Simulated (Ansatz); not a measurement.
Bulk modulus B0 of some hcp solids

Method: r²SCAN in Ansatz (plane waves, PAW). References are measured values corrected to a static lattice.

Values in GPa.

| solid | reference | r²SCAN | error (%) |
|---|---|---|---|
| hcp Hf | 110 | 110 | 0.0 |
| hcp Ru | 318 (318–336) | 337 | +6.0 |
| hcp Zn | 69.7 (64.7–69.7) | 75.6 | +8.5 |
| hcp Re | 369 | 388 | +5.1 |
| hcp Cd | 53.8§ (50.7–53.8) | 43.9 | -18.4 |
| hcp Co | 193 | 224 | +16.1 |
| hcp Tl | 37.4¶ | 31.5 | -15.8 |
| hcp Y | 41.7 (37.3–41.7) | 40.6 | -2.6 |
| hcp Mg | 38.6¶ | 39.6 | +2.6 |
| hcp Tc | 303 | 320 | +5.6 |
| hcp Os | 425 | 427 | +0.5 |
| hcp Ti | 108 | 117 | +8.3 |

Over these 12 solids the mean error is +1.3 %, the mean absolute error 7.5 % (median 5.8 %), and the worst case hcp Cd at -18.4 %; the value is above the reference in 8 of 12 cases.

All these references are brought to a static lattice.

Spin–orbit coupling is left out, also for the solids with elements from indium on (hcp Hf, hcp Re, hcp Tl, hcp Os); its size isn't shown.

§ marks references from which a value of another source on file, of any temperature and not printed here, differs by over 15 %.

¶ marks references of a special kind: hcp Tl, 37.4 GPa (measured, copied from a table, unchecked, extrapolated to 0 K and zero-point effects removed; as tabulated in Lejaeghere et al. (2013), arXiv:1204.2733); hcp Mg, 38.6 GPa (measured, copied from a table, unchecked, extrapolated to 0 K and zero-point effects removed; as tabulated in Lejaeghere et al. (2013), arXiv:1204.2733).

In Ansatz's fits of the non-cubic solids, shape and atoms are relaxed at each volume.

Brackets give the range of the sources taken for a reference, where it is wide; it can hold other temperatures.

Differences are worked out from the printed values.

Each level is taken at its own relaxed cell. Ansatz's density-functional and Hartree–Fock values are scalar-relativistic unless marked +SOC, with PAW data made under PBE.

Ansatz's runs of these crystals have no spin polarisation, but for hcp Co. Meta-GGAs and exact exchange favour moments, which can bear on hcp Co, hcp Y, hcp Ti.

Density-functional runs with spin start from parallel moments for hcp Co.

Not in this set, of the hcp solids with a reference value in our tables and a result at some level: 3 for sources at odds; 1 for a reference at room or unstated temperature. These can be a level's best or worst cases. Solids without a released value at any level aren't counted. Layered and molecular crystals are counted apart. The metals Ce to Yb are counted apart.

References as tabulated in doi:10.1021/acs.jctc.3c00612; Lejaeghere et al. (2013), arXiv:1204.2733.

Ansatz is a quantum-chemistry and plane-wave program.
